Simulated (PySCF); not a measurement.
# CCl4F: the cost of one run

Programs: PySCF 2.14.0. All values are calculated, for the isolated system unless a continuum is named. Atoms count from 0, parts from 1.

### 1 Starting point

6 atoms, charge -1, multiplicity 1; geometry: GFN2-xTB, MD frame. Parts: 1 = atoms 0–4, `ClC(Cl)(Cl)Cl`, charge 0; 2 = atom 5, `[F-]`, charge -1.

### 2 Interaction energy: PBE0-D3(BJ)/def2-SVPD, 375 fs

Job settings and geometry (Å):

```
{"job": {"kind": "inter", "xc": "PBE0", "basis": "def2-SVPD", "disp": "d3bj"}, "charge": -1, "multiplicity": 1, "parts": [{"atoms": "0-4", "charge": 0, "multiplicity": 1}, {"atoms": "5-5", "charge": -1, "multiplicity": 1}]}
Cl     0.483851     1.864927    -0.780828
C      0.910402     0.234886    -0.468941
Cl    -0.606412    -0.831501     0.313999
Cl     2.291273     0.417931     0.697252
Cl     1.577020    -0.403728    -2.085527
F     -2.202019    -1.637211     1.319912
```

Level: PBE0-D3(BJ)/def2-SVPD interaction energy, counterpoise and uncorrected, gas phase.

Run with:

```console
OMP_NUM_THREADS=1 python cluster_run.py task.json out
```

This one command runs all jobs of the session in turn.

**Question.** How long does this first job take on 1 thread of Intel Xeon Platinum 8375C at 2.90GHz, shared host, and how much memory does it need?

About 23 s, with a peak of 0.54 GiB.
